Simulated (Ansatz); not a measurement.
Relaxation of C4H3 (7 atoms, charge 0, multiplicity 2), to a largest force component of 0.015 eV/Å in at most 40 steps.

Level of theory: UKS B3LYP-D4/def2-SVP in Ansatz.

```xyz
7
Properties=species:S:1:pos:R:3:forces:R:3
C 0.198 -2.262 1.120 -0.66 -3.96 2.19
C 0.390 -1.214 0.563 0.51 3.96 -2.26
C 0.463 0.127 0.100 0.89 -1.35 0.87
C -0.541 0.740 -0.511 -0.68 0.62 -0.52
H 1.418 0.605 0.277 0.36 0.47 -0.05
H -0.433 1.742 -0.892 0.08 0.58 -0.16
H -1.495 0.262 -0.657 -0.49 -0.33 -0.07
```

**Question.** Where does it end, and by what steps?

**Answer.** The run converged. The force dipped under the threshold on the way, but the program's further checks kept it going. After 10 steps the energy has fallen by 0.246 eV; C1 moved furthest, 0.08 Å.

```tsv
step	energy less start (eV)	largest force component (eV/Å)	accepted
0	0.0000	3.965	yes
1	-0.1953	2.020	yes
2	-0.2159	0.890	yes
3	-0.2369	0.319	yes
4	-0.2132	0.560	no
5	-0.2374	0.301	yes
6	-0.2450	0.083	yes
7	-0.2452	0.093	yes
8	-0.2438	0.090	no
9	-0.2456	0.009	yes
10	-0.2456	0.004	yes
```

```xyz
7
Properties=species:S:1:pos:R:3
C 0.207 -2.321 1.169
C 0.377 -1.213 0.553
C 0.479 0.104 0.105
C -0.549 0.755 -0.523
H 1.428 0.635 0.257
H -0.432 1.782 -0.879
H -1.510 0.259 -0.681
```

The run took 49 s on 1 thread of Intel(R) Xeon(R) Platinum 8375C CPU @ 2.90GHz (Ice Lake), on a shared host, peak memory 0.18 GiB.
